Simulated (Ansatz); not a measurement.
# How methods differ on BH5S (B(H2S)H3)

BH5S: 7 atoms, total charge 0, spin state singlet. SMILES: `[H]B([H])([H])<-S`. The coordinates come from a GFN2-xTB relaxation.

Each level gives the vertical electron affinity (to the doublet anion) (eV). The values are calculated.

The electron affinity is E(neutral) − E(anion): positive where the electron is bound.

```csv
level,kind,program,value (eV),CPU time (all runs)
HF/STO-3G,Hartree–Fock,Ansatz,-9.46,0.2 s
BLYP/STO-3G,GGA,Ansatz,-8.05,3.4 s
r2SCAN/STO-3G,meta-GGA,Ansatz,-8.09,7.7 s
r2SCAN0/STO-3G,hybrid meta-GGA,Ansatz,-8.17,8.2 s
CAM-B3LYP/STO-3G,range-separated hybrid,Ansatz,-8.16,3.8 s
wB97X/STO-3G,range-separated hybrid,Ansatz,-8.23,15 s
B2PLYP/STO-3G,double hybrid,Ansatz,-8.65,3.9 s
RPA@PBE/STO-3G,RPA,Ansatz,-9.46,5.1 s
MP2/STO-3G,perturbation theory,Ansatz,-9.66,0.21 s
CCSD/STO-3G,coupled cluster or CI,Ansatz,-9.65,0.34 s
```

The values span -9.66 to -8.05 eV. All rows use very small basis sets, so even the best lies far from the true value. Negative values mean that the anion is unbound at that level; they are set by how diffuse the basis is and aren't properties of the molecule. CPU times are rough (shared hosts, several kinds of processor): they show what a rung costs within a factor of a few.
